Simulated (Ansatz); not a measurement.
# Si2H6 (built from SMILES [SiH2].[SiH4]): functionals against CCSD(T) at one geometry

One table from this session's results is given with a row withheld; the runs are named, their logs left out.

Method: single points in def2-TZVPP; program: Ansatz 0.2.0, Gaussian basis.

Cores are frozen in the correlated methods.

**Where the work starts**

8 atoms, charge 0, spin multiplicity 1.

Atoms are counted from 1 here; the program's logs count them from 0.

Bond lengths: Si1–H2 1.512 Å, Si1–H4 1.640 Å, Si1–H5 1.667 Å, H2–Si3 1.660 Å, Si3–H6 1.410 Å, Si3–H8 1.436 Å. Angles: H2–Si1–H4 107.0°, H2–Si1–H5 99.0°, H4–Si1–H5 109.8°, Si1–H2–Si3 119.4°, H2–Si3–H6 97.3°, H2–Si3–H8 129.6°, H6–Si3–H8 108.6°.

As a file:

```xyz
8
H6Si2
Si   -1.6864   -0.4372   -0.3329
H    -0.2444   -0.7675   -0.6477
Si    0.9690    0.1058    0.0735
H    -1.8847   -0.6429    1.2818
H    -1.6676    1.1899   -0.6962
H     2.0464   -0.6926   -0.3613
H     1.1637    1.5080   -0.9086
H     1.1661    0.4276    1.4588
```

The first run:

The input, run/in.yaml:

```yaml
crystal:
  periodic: [false, false, false]
  atoms:
    - {symbol: Si, position_ang: [-1.686400, -0.437200, -0.332900]}
    - {symbol: H, position_ang: [-0.244400, -0.767500, -0.647700]}
    - {symbol: Si, position_ang: [0.969000, 0.105800, 0.073500]}
    - {symbol: H, position_ang: [-1.884700, -0.642900, 1.281800]}
    - {symbol: H, position_ang: [-1.667600, 1.189900, -0.696200]}
    - {symbol: H, position_ang: [2.046400, -0.692600, -0.361300]}
    - {symbol: H, position_ang: [1.163700, 1.508000, -0.908600]}
    - {symbol: H, position_ang: [1.166100, 0.427600, 1.458800]}
basis:
  gaussian: {orbitals: def2-TZVPP}
correlation: {method: ccsd_t}
output: {forces: true}
```

The command line of these runs was not kept.

Steps of the session up to this table: CCSD(T)/def2-TZVPP; PBE0-D4/def2-TZVPP; wB97M-V/def2-TZVPP; r2SCAN-D4/def2-TZVPP; PBE-D4/def2-TZVPP; BHLYP-D4/def2-TZVPP; SPW92/def2-TZVPP.

One of the session's tables, all rows but one given; the rest of the session is left out.

```
   method  RMS force component (eV/Å)  angle to CCSD(T) forces (°)  dipole (D)
  CCSD(T)                       1.325                    reference        1.51
  PBE0-D4                       1.314                          3.3        1.41
  wB97M-V                       1.337                          2.1        1.53
r2SCAN-D4                       1.301                          4.2        1.36
   PBE-D4                           ?                            ?           ?
 BHLYP-D4                       1.360                          4.4        1.62
    SPW92                       1.258                          8.4        1.14
```

Estimate the missing values for PBE-D4.

The run gave: RMS force component (eV/Å): 1.262; angle to CCSD(T) forces (°): 7.0; dipole (D): 1.22. In the column «RMS force component (eV/Å)» it lies between SPW92 (1.258) and r2SCAN-D4 (1.301).
